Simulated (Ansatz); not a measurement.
Two shapes of singlet CH₂O.

Shape 1:

```xyz
4

C     0.0000    0.0000   -0.5228
O     0.0000    0.0000    0.6733
H     0.0000   -0.9444   -1.1247
H     0.0000    0.9444   -1.1247
```

Shape 2:

```xyz
4

C     0.0255    0.0409   -0.5095
O     0.0441    0.0175    0.6891
H    -0.0199   -0.9655   -1.1654
H    -0.0242    0.9040   -1.1079
```

Basis set: def2-TZVP (spherical functions). Frozen core: 2 orbitals. Charge 0, multiplicity 1.

Computed with Ansatz (development build ahead of 0.2.0); each method stands on the lowest determinant of its kind that the runs found.

Which shape is lower in energy, and by how much in each method?

```tsv
method	E(2) − E(1) (eV)
RHF	0.198
RHF-MP2	0.174
```

Shape 1 is lower.
